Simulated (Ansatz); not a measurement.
Geometry optimisation, UKS BLYP-D4/def2-SVP (Ansatz).

The input (input.yaml):

```yaml
crystal:
  periodic: [false, false, false]
  atoms:
    - { symbol: S, position_ang: [-1.11856, 1.12542, -0.48635] }
    - { symbol: B, position_ang: [0.00017, 0.00011, 0.0001] }
    - { symbol: S, position_ang: [1.1184, -1.12553, 0.48625] }
total_charge: -1
magnetization:
  spin_polarized: true
basis:
  gaussian: { orbitals: def2-SVP }
hamiltonian:
  xc: blyp
  dispersion: d4
relax:
  f_tol: 0.02
  max_steps: 40
```

Command:

```bash
$ ansatz run input.yaml --threads 1 --pin off --max-ram 2048MiB --backend cpu --events-out ev --progress --plain --runs-dir out
```

Task: Where does it end, and by what steps?

Result: It converged. Limits of this set-up: an anion without diffuse functions, the dipole of an ion depends on the origin. After 3 steps the energy has fallen by 0.045 eV; S3 moved furthest, 0.04 Å.

```csv
step,energy less start (eV),largest force component (eV/Å),accepted
0,0.0000,0.889,yes
1,-0.0349,0.407,yes
2,-0.0449,0.020,yes
3,-0.0449,0.000,yes
```

```xyz
3
Properties=species:S:1:pos:R:3
S -1.142 1.149 -0.497
B 0.000 0.000 0.000
S 1.142 -1.149 0.497
```

Whether the end is a true minimum wasn't checked by a vibrational analysis.

Run time: 20 s on 1 thread of Intel(R) Xeon(R) Processor @ 2.50GHz (Skylake/Cascade Lake), on a shared host, peak memory 0.12 GiB.
